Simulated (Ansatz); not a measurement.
System: hcp Y. Method: r²SCAN0 (plane waves, PAW; Ansatz, a first-principles code).

Input file:

Ansatz 0.2 input:
```yaml
crystal:
  lattice:
    - [1.8734213178, -3.2448609063, 0.0]
    - [1.8734213178, 3.2448609063, 0.0]
    - [0.0, 0.0, 5.7808201668]
  atoms:
    - { symbol: Y, position: [0.3333333333, 0.6666666667, 0.25] }
    - { symbol: Y, position: [0.6666666667, 0.3333333333, 0.75] }
basis:
  ecutwfc: 520
  ecutrho_ratio: 4
  xc_grid: 3
kpoints:
  mp_grid: { grid: [9, 9, 6] }
hamiltonian:
  xc: r2scan0
  dispersion: none
  pseudopotentials: { kind: paw }
scf:
  occupations: { method: fermi_dirac, width: 0.05 }
output:
  forces: true
  stress: true
  eigenvalues: true
relax:
  f_tol: 0.01
  escape_saddle: false
  max_steps: 80
  cell: { stress_tol: 0.05, fix: [volume] }
```

Excerpt of the program's output:

```
Relaxation: its limit of steps is 80 (relax.max_steps)
Crystal: 2 atoms, lattice volume = 70.283 Å³
Basis set: ecut = 520 eV, 1887 PW (Γ), exchange–correlation on 90×90×135 points (27 copies of the dense FFT grid, shifted against one another)
Bands: 15, of which v1, the nominal top of the filled ones, is band 11 counted from 1 (10 counted from 0)
Symmetry: 24 space group operations
Space group: P63/mmc (ITA 194), of the structure as read, at distance tolerance 4.1e-5 Å
k-points: 48 of 486
Functional: x = r2scan, c = r2scan; τ floored in thin density (d = 2e-4 eV/Å³), warm-up for x = 0.75 r2scan + 0.25 exact, c = r2scan; τ floored in thin density (d = 2e-4 eV/Å³)
SCF iter   1: F=—  HF=-7719.371994 eV  |F-HF|=—  |Δ(HF+E_count)|=         —  Δρ=5.55e-3  dr2=2.13e-2  dr2_τ=2.66e-3
SCF iter   2: F=—  HF=-7719.412649 eV  |F-HF|=—  |Δ(HF+E_count)|=   4.07e-2  Δρ=3.63e-3  dr2=1.04e-2  dr2_τ=1.54e-4
  ...
SCF 1 converged in 9 iterations: F = -7719.413362 eV  dr2 = 1.04e-11
Crystal: 2 atoms, lattice volume = 70.283 Å³
Initial density: handed on by an earlier stage of this run
Functional: x = 0.75 r2scan + 0.25 exact, c = r2scan; τ floored in thin density (d = 2e-4 eV/Å³)
SCF 2 converged in 8 iterations: F = -7718.370673 eV  dr2 = 5.23e-12
Crystal: 2 atoms, lattice volume = 70.283 Å³
SCF 3 converged in 7 iterations: F = -7718.391251 eV  dr2 = 2.66e-12
Crystal: 2 atoms, lattice volume = 70.283 Å³
Crystal: 2 atoms, lattice volume = 70.283 Å³
Crystal: 2 atoms, lattice volume = 70.283 Å³
SCF 6 converged in 3 iterations: F = -7718.399060 eV  dr2 = 6.96e-12
Crystal: 2 atoms, lattice volume = 70.283 Å³
SCF 7 converged in 2 iterations: F = -7718.399060 eV  dr2 = 1.66e-12
Crystal: 2 atoms, lattice volume = 70.283 Å³
SCF iter   1: F=—  HF=-7718.399060 eV  |F-HF|=—  |Δ(HF+E_count)|=         —  Δρ=3.71e-8  dr2=1.77e-12  dr2_τ=3.60e-14
SCF iter   2: F=-7718.399060 eV  HF=-7718.399060 eV  |F-HF|=1.82e-12  |Δ(HF+E_count)|=  9.09e-13  Δρ=1.48e-8  dr2=5.51e-13  dr2_τ=8.29e-15
SCF 8 converged in 2 iterations: F = -7718.399060 eV  dr2 = 5.51e-13
Free energy (F): -7718.399060 eV
Internal energy: -7718.393821 eV  (E = F + TS)
E sigma→0 (E₀):  -7718.396441 eV
Fermi energy:    8.595037 eV
--- Forces (eV/Å), atoms counted from 1 ---
  atom   1  Y     -0.00000000    -0.00000000     0.00000000
  atom   2  Y      0.00000000     0.00000000     0.00000000
--- Stress (GPa, compression-positive) ---
       -1.025069       0.000000       0.000000
        0.000000      -1.025069       0.000000
        0.000000       0.000000      -0.963981
  P = ⅓ Tr σ = -1.0047 GPa (-10.047 kbar)
```

The cell is one volume of an energy–volume scan, off the minimum.

The PAW data were made under PBE.

Note: the run warned that the count of filled bands differs between k points.
